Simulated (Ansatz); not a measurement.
**A relaxation, step by step**

AlH$_{5}$SO, singlet, PBE0-D4/def2-TZVP (Ansatz 0.2.0). Settings:

```yaml
hamiltonian: {xc: pbe0, dispersion: d4}
relax: {f_tol: 0.005, max_steps: 200}
```

Start, a step off a saddle point along its unstable mode:

Al1  (-0.852, -0.355, -0.237)
S2  (0.892, 1.495, -0.415)
H3  (-0.788, -1.081, -1.650)
H4  (-2.144, 0.395, 0.296)
H5  (1.028, 0.609, 0.447)
O6  (0.251, -0.893, 0.987)
H7  (1.635, 0.850, -1.315)
H8  (-0.023, -1.020, 1.887)
(Å)

```csv
step,energy less the last (meV),largest force component (eV/Å)
1,427.8,3.269
2,102.3,0.659
3,58.7,0.205
4,46.1,0.501
5,29.5,0.311
6,19.3,0.184
7,17.1,0.111
8,16.7,0.113
9,16.4,0.012
10,16.2,0.017
11,16.0,0.025
12 (rejected trial),20.1,0.406
13,14.9,0.007
14,14.4,0.170
15,13.1,0.103
16,10.5,0.212
17,9.6,0.275
18,3.2,0.071
19,0.8,0.016
20 (rejected trial),5.0,0.325
21 (rejected trial),3.2,0.072
22,0.4,0.010
23,0.2,0.070
24,0.1,0.017
25,0.0,0.007
26,0.0,0.010
27,0.0,0.003
```

Step 2, positions (Å) and forces (eV/Å):

| atom | x | y | z | Fx | Fy | Fz |
| --- | --- | --- | --- | --- | --- | --- |
| Al1 | -0.863 | -0.354 | -0.213 | -0.046 | -0.079 | -0.027 |
| S2 | 0.869 | 1.524 | -0.505 | -0.284 | 0.627 | -0.580 |
| H3 | -0.767 | -1.071 | -1.625 | -0.001 | 0.008 | -0.008 |
| H4 | -2.174 | 0.387 | 0.296 | -0.008 | 0.041 | -0.031 |
| H5 | 1.178 | 0.687 | 0.481 | 0.405 | -0.374 | 0.659 |
| O6 | 0.207 | -0.933 | 1.032 | -0.090 | -0.162 | 0.166 |
| H7 | 1.654 | 0.885 | -1.384 | 0.003 | -0.072 | -0.074 |
| H8 | -0.103 | -1.125 | 1.918 | 0.022 | 0.011 | -0.106 |

Step 9, positions (Å) and forces (eV/Å):

```csv
atom,x,y,z,Fx,Fy,Fz
Al1,-0.864,-0.427,-0.169,0.002,-0.002,0.006
S2,0.817,1.523,-0.541,0.001,0.012,0.002
H3,-0.711,-1.025,-1.633,-0.011,-0.010,0.000
H4,-2.145,0.406,0.280,-0.001,0.005,-0.006
H5,1.558,1.053,0.478,0.001,0.002,-0.006
O6,0.050,-1.204,1.068,0.012,-0.003,-0.009
H7,1.545,0.862,-1.457,0.001,-0.004,0.012
H8,-0.250,-1.189,1.975,-0.006,-0.002,0.002
```

Step 18, positions (Å) and forces (eV/Å):

```
atom       x       y       z      Fx      Fy      Fz
 Al1  -0.887  -0.427  -0.186  -0.029  -0.002  -0.053
  S2   0.813   1.430  -0.733  -0.001   0.012   0.015
  H3  -0.921  -0.985  -1.673  -0.004   0.000   0.003
  H4  -2.047   0.497   0.398   0.012   0.008   0.009
  H5   1.307   1.518   0.515  -0.008   0.014  -0.011
  O6   0.064  -1.333   0.924   0.024   0.003  -0.034
  H7   1.762   0.557  -1.108   0.010  -0.015  -0.001
  H8  -0.092  -1.258   1.863  -0.006  -0.020   0.071
```

Last step (27):

Al1  (-0.892, -0.425, -0.192)
S2  (0.836, 1.385, -0.796)
H3  (-1.000, -0.979, -1.676)
H4  (-1.993, 0.541, 0.439)
H5  (1.201, 1.675, 0.464)
O6  (0.075, -1.362, 0.878)
H7  (1.822, 0.483, -0.939)
H8  (-0.049, -1.318, 1.824)
(Å)

The run took about 66 s on 2 CPU threads of an Arm Neoverse V2 (shared host).
